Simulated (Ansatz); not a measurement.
# C2H4F2O: up Jacob's ladder to CCSD(T)

The task here is to estimate one member of a computed series from the others.

Method: functionals in def2-TZVPP, the program's frozen cores in correlated methods; program: Ansatz 0.2.0, Gaussian basis.

Plan: LDA (SPW92), PBE-D4, revPBE-D4, BLYP-D4, r2SCAN-D4, B97M-V, PBE0-D4, B3LYP-D4, r2SCANh-D4, r2SCAN0-D4, HSE06-D4, BHLYP-D4, CAM-B3LYP-D4, LC-ωPBE, ωB97X-V, ωB97M-V, B2PLYP, PBE-QIDH; CCSD(T)/def2-SVP; CCSD(T)/def2-TZVPP; MP2/def2-QZVPP; extrapolation to the limit; RPA on PBE.

### The relaxed structure

An earlier PBE0-D4 in a triple-zeta def2 set relaxation fixed the geometry.

SMILES `FCOCF`, 9 atoms, charge 0, spin multiplicity 1.

Atoms are counted from 1 here; the program's logs count them from 0.

Bond lengths: F1–C2 1.375 Å, C2–O3 1.381 Å, C2–H6 1.094 Å, C2–H7 1.090 Å, O3–C4 1.381 Å, C4–F5 1.375 Å, C4–H8 1.094 Å, C4–H9 1.090 Å. Angles: F1–C2–O3 110.4°, F1–C2–H6 107.3°, F1–C2–H7 108.3°, O3–C2–H6 111.9°, O3–C2–H7 107.0°, H6–C2–H7 111.9°, C2–O3–C4 114.8°, O3–C4–F5 110.4°, O3–C4–H8 111.9°, O3–C4–H9 107.0°, F5–C4–H8 107.3°, F5–C4–H9 108.3°, H8–C4–H9 111.9°.

Geometry (Å):

```xyz
9

F     1.15053   -1.07395   -1.10704
C     0.92057    0.21764   -0.69410
O    -0.43277    0.43524   -0.52534
C    -0.97735   -0.15184    0.59988
F    -0.60136    0.53685    1.72946
H     1.47696    0.36605    0.23624
H     1.25572    0.89353   -1.48074
H    -0.64309   -1.18639    0.72284
H    -2.06069   -0.08333    0.50169
```

Set-up of the first run:

in.yaml

```yaml
crystal:
  periodic: [false, false, false]
  atoms:
    - {symbol: F, position_ang: [1.150529, -1.073948, -1.107038]}
    - {symbol: C, position_ang: [0.920566, 0.217640, -0.694095]}
    - {symbol: O, position_ang: [-0.432772, 0.435241, -0.525338]}
    - {symbol: C, position_ang: [-0.977349, -0.151842, 0.599882]}
    - {symbol: F, position_ang: [-0.601363, 0.536845, 1.729462]}
    - {symbol: H, position_ang: [1.476955, 0.366050, 0.236244]}
    - {symbol: H, position_ang: [1.255717, 0.893529, -1.480743]}
    - {symbol: H, position_ang: [-0.643092, -1.186385, 0.722837]}
    - {symbol: H, position_ang: [-2.060691, -0.083331, 0.501689]}
basis:
  gaussian: {orbitals: def2-TZVPP}
hamiltonian: {xc: lda}
output: {orbitals: {seedname: orbitals}}
```

Steps of the session up to this table: LDA; PBE-D4 (GGA); revPBE-D4 (GGA); BLYP-D4 (GGA); r2SCAN-D4 (meta-GGA); B97M-V (meta-GGA); PBE0-D4 (hybrid); B3LYP-D4 (hybrid); r2SCANh-D4 (hybrid); r2SCAN0-D4 (hybrid); HSE06-D4 (hybrid); BHLYP-D4 (hybrid); CAM-B3LYP-D4 (range-separated); LC-ωPBE-D4 (range-separated; the results give it without D4); ωB97X-V (range-separated); ωB97M-V (range-separated); B2PLYP (double hybrid); PBE-QIDH (double hybrid).

One table of the session follows, with a row left open; its other results are not shown here.

It belongs to the step «Orbital energies across the functionals». 

```
  functional  HOMO (eV)  LUMO (eV)  gap (eV)
 LDA (SPW92)      -7.82       0.29      8.11
      PBE-D4      -7.71       0.55      8.26
   revPBE-D4      -7.66       0.66      8.32
     BLYP-D4      -7.67       0.54      8.22
   r2SCAN-D4      -8.09       1.20      9.29
      B97M-V      -8.26       0.81      9.07
     PBE0-D4      -9.44       1.49     10.94
    B3LYP-D4      -9.22       1.12     10.35
  r2SCANh-D4      -8.74       1.52     10.26
  r2SCAN0-D4      -9.70       1.96     11.66
    HSE06-D4      -9.03       1.12     10.15
    BHLYP-D4          ?          ?         ?
CAM-B3LYP-D4     -10.97       2.31     13.28
     LC-ωPBE     -12.27       3.69     15.96
     ωB97X-V     -11.95       3.50     15.46
     ωB97M-V     -11.87       3.08     14.95
```

**Question.** Estimate the row for BHLYP-D4.

Worked estimate for «HOMO (eV)». Against the share of exact exchange, BLYP-D4 (0, -7.67), B3LYP-D4 (0.2, -9.22) give a slope of -7.75 per unit share; at 0.5 the line stands at -11.54.

**Answer.** HOMO (eV): -11.15; LUMO (eV): 2.19; gap (eV): 13.34. In «HOMO (eV)» the line misses by -0.39.
